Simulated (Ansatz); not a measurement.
Two shapes of singlet C₂H₂O₂.

Shape 1:

```xyz
6

C     0.0000    0.0224   -0.6989
C     0.0000   -0.0224    0.6989
O     0.0000    0.9791   -1.2487
O     0.0000   -0.9791    1.2487
H     0.0000   -0.9017   -1.1522
H     0.0000    0.9017    1.1522
```

Shape 2:

```xyz
6

C    -0.0351   -0.0026   -0.7365
C    -0.0328   -0.0217    0.7973
O    -0.0158    1.0540   -1.3110
O     0.0160   -1.0932    1.3198
H    -0.0497   -0.9753   -1.2493
H    -0.0296    0.9972    1.2889
```

Basis set: def2-TZVP (spherical functions). Frozen core: 4 orbitals. Charge 0, multiplicity 1.

Computed with Ansatz (development build ahead of 0.2.0); each method stands on the lowest determinant of its kind that the runs found.

(1) Which shape is lower in energy, and by how much in each method?

Results:

(1)

```csv
method,E(2) − E(1) (eV)
RHF,-1.084
RHF-MP2,-1.743
```

Shape 2 is lower. Caution: no unrestricted run beside it, a lower state can exist.
